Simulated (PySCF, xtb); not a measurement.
methanidylidynesulfanium (CS), SMILES [S+]#[C-].

Harmonic wavenumbers (cm⁻¹) from GFN2-xTB run with xtb at its own minimum, in rising order: 1386.

Task: What does PySCF 2.14.0 with B3LYP-D3(BJ)/def2-TZVPD give at its own minimum? (Estimate from the structure and the level; the computed values follow.)

Result: 1309. Paired by order, the mean absolute difference is 78 cm⁻¹ and the zero-point energies are 2.0 and 1.9 kcal/mol.
